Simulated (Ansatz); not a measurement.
Computed with Ansatz on PBE0-D4/def2-TZVP structures; ΔE is electronic, products minus reactants. CBS: MP2 limit from def2 TZ/QZ plus the TZ coupled-cluster correction, frozen cores. This one scheme is used for every species, atoms too. For atomizations the MP2-based limit and the directly extrapolated one differ by several kJ/mol either way, and by 10 to 25 for some Ge, Se and Sn compounds, so smaller differences from it don't rank the levels. Functionals use def2-TZVPP. Open shells (•) are unrestricted, without spin–orbit coupling. Spin–orbit coupling would lower the free atoms: a little for C, F, O. One conformer a species, not always the lowest.

Reaction (atomization): `NC(N)(O)F` → C• + F• + 5 H• + 2 N• + O•

(1) What is ΔE at CCSD(T)/CBS? (Best estimate.)

(2) What do these levels give: B97M-V, BHLYP-D4, CAM-B3LYP-D4, ωB97X-V, ωB97M-V, B2PLYP, r2SCAN0, MP2/def2-SVP, CCSD/def2-SVP, CCSD(T)/def2-TZVPP, MP2/def2-QZVPP, MP2/CBS(def2)? (Best estimate.)

Largest T1 diagnostic among the species: 0.011.

## Answers

(1) Ansatz gave: +3707.9 kJ/mol.

(2) Ansatz gave: B97M-V 3693.6, BHLYP-D4 3529.8, CAM-B3LYP-D4 3741.1, ωB97X-V 3726.4, ωB97M-V 3731.6, B2PLYP 3664.3, r2SCAN0 3597.5, MP2/def2-SVP 3524.4, CCSD/def2-SVP 3411.6, CCSD(T)/def2-TZVPP 3582.2, MP2/def2-QZVPP 3747.1, MP2/CBS(def2) 3798.6 kJ/mol.

From BLYP to BHLYP (50 % exact exchange), in def2-TZVPP and without D4, ΔE moves by −190.4 kJ/mol: exact exchange takes away binding that semilocal exchange gives to molecules. In def2-TZVPP, CCSD(T) changes the Hartree–Fock value by +1184.2 kJ/mol (the triples alone add +71.5 kJ/mol) and MP2 by +1274.9 kJ/mol; breaking electron pairs costs correlation energy, which Hartree–Fock lacks. Leaving LDA and LC-ωPBE aside and taking each functional with its dispersion term where it has one, the values, not all of them listed here, spread over 310.0 kJ/mol, from BHLYP-D4 to PBE-D4. LDA lies +589.4 kJ/mol from PBE without D4, its usual overbinding.
